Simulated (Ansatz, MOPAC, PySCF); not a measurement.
Species: CH$_{2}$Cl, net charge 0, doublet state. SMILES: [CH2]Cl
Structure (B3LYP-D3(BJ)/def2-TZVP (Ansatz, an electronic-structure program) minimum search):
```
C
H 1 1.0768
H 1 1.0768 2 124.26
Cl 1 1.6978 2 117.87 3 180.00
```
Charge 0, spin multiplicity 2.

Property: size of the dipole moment, in D. Set-up: 6-311+G** with 5d, 6d on Na to Ar in Ansatz; non-relativistic; PM7 with its own dispersion and hydrogen-bond terms; UHF or UKS for open shells; 6-31G* and kin with 6d, 5d where marked; no dispersion term unless named; spin-orbit terms left out; LANL2DZ with its own core potentials from Na on. First-principles rows: single points at B3LYP-D3(BJ) geometries (Ansatz). Semi-empirical rows: dipoles at the shared geometry.

| level | program | size of the dipole moment (D) |
|---|---|---|
| PM6 | MOPAC | 0.91 |
| PM7 | MOPAC | 1.28 |
| MNDO | MOPAC | 1.22 |
| SVWN5/6-31G* | Ansatz | 1.01 |
| PBE/LANL2DZ | Ansatz | 1.15 |
| PBE/def2-SVP | Ansatz | 0.81 |
| BP86/def2-SVP | PySCF | 0.83 |
| B3LYP/STO-3G | Ansatz | 1.38 |
| B3LYP/LANL2DZ | Ansatz | 1.29 |
| B3LYP/6-31G* | Ansatz | 1.16 |
| B3LYP/6-311+G** | Ansatz | 1.06 |
| PBE0/6-311+G** | Ansatz | 1.12 |
| M06-2X/6-31G* (5d) | PySCF | 1.28 |
| M06-2X/6-311+G** | PySCF | 1.17 |

No value to compare with is used here. The 14 habitual levels span 0.81 (PBE/def2-SVP) to 1.38 D (B3LYP/STO-3G).

The levels are drawn from those run, B3LYP/6-31G* more often than the rest, none by its result; runs whose electronic state is in doubt are left out.
